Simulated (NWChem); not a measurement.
Everything below was run with NWChem. System: CH4S, charge 1, spin multiplicity 2, at the geometry of a parent with another charge or spin, in a state set for the comparison that need not be this species' ground state. Its SCF solution wasn't tested for a lower state. Level: UCAM-B3LYP/def2-TZVP.

Job file:

```
start mol
memory heap 200 mb stack 800 mb global 1000 mb
charge 1
geometry units angstroms nocenter noautoz
  C      1.046808     0.473258     0.000000
  S     -0.572000    -0.341303     0.000000
  H      1.198763     1.085517     0.899863
  H      1.795086    -0.331291     0.000000
  H      1.198763     1.085517    -0.899863
  H     -1.321467     0.781566     0.000000
  symmetry group Cs
end
basis spherical
  * library def2-tzvp
end
dft
  xc xcamb88 1.00 lyp 0.81 vwn_5 0.19 hfexch 1.00
  cam 0.33 cam_alpha 0.19 cam_beta 0.46
  odft
  mult 2
  direct
  iterations 100
end
task dft energy
```

Output (cleaned and shortened):

```
             Northwest Computational Chemistry Package (NWChem) 7.3.0
             --------------------------------------------------------

                                NWChem Input Module
                                -------------------

 Scaling coordinates for geometry "geometry" by  1.889725989
 (inverse scale =  0.529177249)

 Turning off AUTOSYM since
 SYMMETRY directive was detected!

                             Geometry "geometry" -> ""
                             -------------------------

 Output coordinates in angstroms (scale by  1.889725989 to convert to a.u.)

  No.       Tag          Charge          X              Y              Z
 ---- ---------------- ---------- -------------- -------------- --------------
    1 C                    6.0000     1.04680800     0.47325800     0.00000000
    2 S                   16.0000    -0.57200000    -0.34130300     0.00000000
    3 H                    1.0000     1.19876300     1.08551700     0.89986300
    4 H                    1.0000     1.79508600    -0.33129100     0.00000000
    5 H                    1.0000     1.19876300     1.08551700    -0.89986300
    6 H                    1.0000    -1.32146700     0.78156600     0.00000000

 Effective nuclear repulsion energy (a.u.)      56.2440236419

            Nuclear Dipole moment (a.u.)
            ----------------------------
        X                 Y               Z
 ---------------- ---------------- ----------------
    -0.0000132281     0.0000170075     0.0000000000

      Symmetry information
      --------------------

 Group name             Cs
 Group number              2
 Group order               2
 No. of unique centers     5

      Symmetry unique atoms

     1    2    3    4    6


 Summary of "ao basis" -> "" (spherical)
 ------------------------------------------------------------------------------
       Tag                 Description            Shells   Functions and Types
 ---------------- ------------------------------  ------  ---------------------
 *                         def2-tzvp                  on all atoms

                                 NWChem DFT Module
[...]
    47      0.270628  2 S  py                 9      0.267368  1 C  px

   alpha - beta orbital overlaps
   -----------------------------

   alpha      1      2      3      4      5      6      7      8      9     10
    beta      1      2      3      6      4      5      7      8      9     10
 overlap   1.000  1.000  1.000  1.000  1.000  1.000  0.993  0.993  0.999  0.968

   alpha     11     12     13     14     15     16     17     18     19     20
    beta     11     12     13     14     15     16     18     17     19     20
 overlap   0.992  0.991  0.964  1.000  0.992  0.994  0.996  0.997  0.731  0.737

   alpha     21     22     23     24     25     26     27     28     29     30
    beta     22     21     24     23     25     26     27     28     29     30
 overlap   0.991  0.958  0.908  0.997  0.906  0.999  0.991  0.992  0.996  0.993

   alpha     31     32     33     34     35     36     37     38     39     40
    beta     31     32     33     34     35     36     37     39     38     40
 overlap   0.998  0.962  0.972  0.999  0.999  0.952  0.951  1.000  0.999  1.000

   alpha     41     42     43     44     45     46     47     48     49     50
    beta     41     42     43     44     45     46     47     48     49     50
 overlap   0.999  0.998  0.993  0.995  0.998  0.986  0.877  0.995  0.885  0.998

   alpha     51     52     53     54     55     56     57     58     59     60
    beta     51     53     52     54     55     56     57     58     59     60
 overlap   0.996  0.999  0.984  0.841  0.995  0.850  0.996  0.994  1.000  1.000

   alpha     61     62     63     64     65     66     67     68     69     70
    beta     61     62     63     64     65     66     67     68     69     70
 overlap   0.999  0.997  1.000  0.998  1.000  1.000  1.000  1.000  0.997  1.000

   alpha     71     72     73     74     75     76     77     78     79     80
    beta     71     72     73     74     75     76     77     78     79     80
 overlap   0.997  1.000  1.000  1.000  1.000  1.000  1.000  1.000  1.000  1.000

   alpha     81     82     83     84     85     86     87     88     89     90
    beta     81     82     83     84     85     86     87     88     89     90
 overlap   0.999  1.000  0.761  0.761  1.000  1.000  1.000  1.000  1.000  1.000

   alpha     91     92
    beta     91     92
 overlap   1.000  1.000

     --------------------------
     Expectation value of S2:
     --------------------------
      <S2> =      0.7551 (Exact =     0.7500)

 center of mass
 --------------
 x =  -0.11151421 y =  -0.10200838 z =   0.00000000

 moments of inertia (a.u.)
 ------------------
          39.302089796724         -46.482560624434           0.000000000000
         -46.482560624434         117.771899261965           0.000000000000
           0.000000000000           0.000000000000         145.416753285770

     Multipole analysis of the density
     ---------------------------------

     L   x y z        total         alpha         beta         nuclear
     -   - - -        -----         -----         ----         -------
     0   0 0 0      1.000000    -13.000000    -12.000000     26.000000

     1   1 0 0     -0.049312      0.409575     -0.458874     -0.000013
     1   0 1 0      0.435646      0.422152      0.013477      0.000017
     1   0 0 1      0.000000     -0.000000      0.000000      0.000000

     2   2 0 0     -8.656545    -40.627799    -38.208946     70.180199
     2   1 1 0      0.311203    -13.004292    -11.935901     25.251397
     2   1 0 1      0.000000      0.000000     -0.000000      0.000000
     2   0 2 0    -11.745005    -17.749559    -16.439357     22.443911
     2   0 1 1     -0.000000     -0.000000     -0.000000      0.000000
     2   0 0 2    -12.492150    -10.525440     -7.750073      5.783363

 Task  times  cpu:       29.5s     wall:       29.5s

 Total times  cpu:       29.5s     wall:       29.5s
```
